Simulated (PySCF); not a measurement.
C4H4N2. Atoms are numbered in the order given.

```xyz
10

C      0.0000    -1.1297    -0.6983
C      0.0000    -1.1297     0.6983
N      0.0000     0.0000     1.3991
C      0.0000     1.1297     0.6983
C      0.0000     1.1297    -0.6983
N      0.0000     0.0000    -1.3991
H      0.0000    -2.0717    -1.2583
H      0.0000    -2.0717     1.2583
H      0.0000     2.0717     1.2583
H      0.0000     2.0717    -1.2583
```

The structure is a stationary point at PBE0-D3(BJ)/def2-SVP.

The numbers are results of TDDFT-ωB97X/def2-SVPD in PySCF, not measurements.

Vertical excitations. Gas-phase values at a fixed geometry. State labels are in the subgroup D2h.

| state | symmetry | energy (eV) | λ (nm) | f | main pairs |
|---|---|---|---|---|---|
| S1 | B3u | 4.23 | 293 | 0.006 | HOMO→LUMO 98 % |
| S2 | Au | 5.03 | 247 | 0.000 | HOMO→LUMO+1 99 % |
| S3 | B2u | 5.49 | 226 | 0.119 | HOMO−1→LUMO 89 % |
| S4 | B2g | 5.97 | 208 | 0.000 | HOMO−2→LUMO 94 % |
| S5 | B1u | 6.67 | 186 | 0.090 | HOMO−1→LUMO+1 82 %, HOMO−3→LUMO 16 % |
| S6 | B1g | 6.99 | 177 | 0.000 | HOMO−2→LUMO+1 99 % |
| S7 | Ag | 7.87 | 158 | 0.000 | HOMO→LUMO+2 89 % |
| S8 | B1u | 8.01 | 155 | 0.432 | HOMO−3→LUMO 78 %, HOMO−1→LUMO+1 16 % |
| T1 | B3u | 3.56 | 348 | 0 | HOMO→LUMO 96 % |
| T2 | B2u | 4.27 | 291 | 0 | HOMO−1→LUMO 99 % |
| T3 | B1u | 4.37 | 283 | 0 | HOMO−1→LUMO+1 80 %, HOMO−3→LUMO 16 % |
| T4 | Au | 4.93 | 252 | 0 | HOMO→LUMO+1 99 % |
Triplets are in the Tamm–Dancoff approximation, which puts them higher than full response would, so one can lie above its singlet here.
